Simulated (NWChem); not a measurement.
All runs are NWChem calculations. System: CH₃O, charge 0, spin multiplicity 2, at a geometry optimised with UPBE0/def2-SVP. The structure started from a generated list of species. Its SCF solution wasn't tested for a lower state. Level: UHF/def2-TZVP.

Output (cleaned and shortened):

```
             Northwest Computational Chemistry Package (NWChem) 7.3.0
             --------------------------------------------------------

                                NWChem Input Module
                                -------------------

 Scaling coordinates for geometry "geometry" by  1.889725989
 (inverse scale =  0.529177249)

                             Geometry "geometry" -> ""
                             -------------------------

 Output coordinates in angstroms (scale by  1.889725989 to convert to a.u.)

  No.       Tag          Charge          X              Y              Z
 ---- ---------------- ---------- -------------- -------------- --------------
    1 C                    6.0000    -0.62487600     0.23698000     0.12222700
    2 O                    8.0000     0.58651700    -0.32884200    -0.08322400
    3 H                    1.0000    -1.46345900    -0.44303000    -0.03794400
    4 H                    1.0000    -0.75029000     1.31177700    -0.04907700
    5 H                    1.0000     1.27086800     0.34010600     0.01944500

 Effective nuclear repulsion energy (a.u.)      35.4156775642

            Nuclear Dipole moment (a.u.)
            ----------------------------
        X                 Y               Z
 ---------------- ---------------- ----------------
    -0.0000018897    -0.0000056692    -0.0000113384


 Summary of "ao basis" -> "" (spherical)
 ------------------------------------------------------------------------------
       Tag                 Description            Shells   Functions and Types
 ---------------- ------------------------------  ------  ---------------------
 *                         def2-tzvp                  on all atoms

 Summary of "ao basis" -> "ao basis" (spherical)
 ------------------------------------------------------------------------------
       Tag                 Description            Shells   Functions and Types
 ---------------- ------------------------------  ------  ---------------------
 C                         def2-tzvp                11       31   5s3p2d1f
 O                         def2-tzvp                11       31   5s3p2d1f
 H                         def2-tzvp                 4        6   3s1p

                                 NWChem SCF Module
                                 -----------------

  ao basis        = "ao basis"
  functions       =    80
  atoms           =     5
  alpha electrons =     9
  beta  electrons =     8
[...]
   Bfn.  Coefficient  Atom+Function         Bfn.  Coefficient  Atom+Function
  ----- ------------  ---------------      ----- ------------  ---------------
    14      0.749845  1 C  pz                 5      0.736585  1 C  s
    71     -0.658956  4 H  s                 77     -0.627531  5 H  s
    36      0.508679  2 O  s                 45     -0.295414  2 O  pz
    13      0.267948  1 C  py                 8      0.230732  1 C  pz
    65     -0.154536  3 H  s

 Vector   11  Occ=0.000000D+00  E= 1.954071D-01
              MO Center= -1.2D+00,  4.8D-01, -2.4D-02, r^2= 5.6D+00
   Bfn.  Coefficient  Atom+Function         Bfn.  Coefficient  Atom+Function
  ----- ------------  ---------------      ----- ------------  ---------------
     5      2.989314  1 C  s                 65     -2.262490  3 H  s
    71     -2.142176  4 H  s                 36     -0.806827  2 O  s
    77      0.614613  5 H  s                 12     -0.491769  1 C  px
    14     -0.410767  1 C  pz                70      0.354789  4 H  s
    64      0.352210  3 H  s                  4      0.244196  1 C  s

 center of mass
 --------------
 x =   0.05681143 y =  -0.07296878 z =   0.00410978

 moments of inertia (a.u.)
 ------------------
          16.784329173738          16.886933874200           5.646985918868
          16.886933874200          52.878946059329          -2.666355373740
           5.646985918868          -2.666355373740          67.562271429026

  Mulliken analysis of the total density
  --------------------------------------

    Atom       Charge   Shell Charges
 -----------   ------   -------------------------------------------------------
    1 C    6     6.09   0.85  1.12  0.49  0.64  0.13  1.18  1.21  0.35  0.03  0.07  0.01
    2 O    8     8.49   0.79  1.18  0.56  0.96  0.30  1.86  2.05  0.76  0.00  0.03  0.00
    3 H    1     0.88   0.26  0.50  0.10  0.02
    4 H    1     0.89   0.26  0.49  0.11  0.02
    5 H    1     0.66   0.25  0.33  0.03  0.05

  Mulliken analysis of the alpha density
  --------------------------------------

    Atom       Charge   Shell Charges
 -----------   ------   -------------------------------------------------------
    1 C    6     3.59   0.43  0.56  0.27  0.35  0.09  0.77  0.82  0.26  0.01  0.04  0.00
    2 O    8     4.27   0.40  0.59  0.28  0.48  0.14  0.97  1.04  0.35  0.00  0.02  0.00
    3 H    1     0.40   0.13  0.23  0.04  0.01
    4 H    1     0.41   0.13  0.23  0.05  0.01
    5 H    1     0.33   0.12  0.17  0.01  0.02

   Mulliken analysis of the beta density
   -------------------------------------

    Atom       Charge   Shell Charges
 -----------   ------   -------------------------------------------------------
    1 C    6     2.49   0.43  0.56  0.22  0.29  0.05  0.41  0.39  0.09  0.01  0.03  0.01
    2 O    8     4.22   0.40  0.59  0.28  0.48  0.15  0.89  1.01  0.41  0.00  0.01  0.00
    3 H    1     0.48   0.14  0.27  0.06  0.01
    4 H    1     0.48   0.14  0.27  0.06  0.01
    5 H    1     0.33   0.12  0.17  0.02  0.02

   Mulliken analysis of the spin density
   -------------------------------------

    Atom       Charge   Shell Charges
 -----------   ------   -------------------------------------------------------
    1 C    6     1.10   0.00 -0.00  0.04  0.06  0.04  0.36  0.43  0.17 -0.00  0.00 -0.00
    2 O    8     0.05   0.00 -0.00  0.01  0.00 -0.01  0.07  0.03 -0.06  0.00  0.00  0.00
    3 H    1    -0.07  -0.01 -0.05 -0.02  0.00
    4 H    1    -0.07  -0.01 -0.04 -0.02  0.00
    5 H    1    -0.01  -0.00 -0.00 -0.00  0.00

       Multipole analysis of the density wrt the origin
       ------------------------------------------------

     L   x y z        total         alpha         beta         nuclear
     -   - - -        -----         -----         ----         -------
     0   0 0 0      0.000000     -9.000000     -8.000000     17.000000

     1   1 0 0      0.113955      0.577313     -0.463356     -0.000002
     1   0 1 0      0.628158      0.112488      0.515676     -0.000006
     1   0 0 1     -0.031866     -0.291813      0.259958     -0.000011

     2   2 0 0     -7.573652    -21.676927    -19.516834     33.620108
     2   1 1 0      1.456832      5.285915      4.509699     -8.338782
     2   1 0 1      0.405128      1.870560      1.147498     -2.612930
     2   0 2 0     -9.189443    -10.704454    -10.036525     11.551537
     2   0 1 1     -0.126970     -0.833896     -0.549296      1.256222
     2   0 0 2    -10.617770     -6.764571     -4.386262      0.533063

 Task  times  cpu:        2.5s     wall:        2.5s

 Total times  cpu:        2.5s     wall:        2.5s
```

Q: Write an NWChem input that would produce this output.

A: Several could match; the one computed here: 
```
start mol
memory heap 200 mb stack 900 mb global 1100 mb
geometry units angstroms nocenter noautoz noautosym
  C     -0.624876     0.236980     0.122227
  O      0.586517    -0.328842    -0.083224
  H     -1.463459    -0.443030    -0.037944
  H     -0.750290     1.311777    -0.049077
  H      1.270868     0.340106     0.019445
end
basis spherical
  * library def2-tzvp
end
scf
  uhf
  nopen 1
  maxiter 100
  thresh 1e-7
  semidirect memsize 60000000 filesize 0
  # guess.movecs holds the orbitals of an unrestricted PBE0 run
  vectors input guess.movecs output mol.movecs
end
task scf energy
```
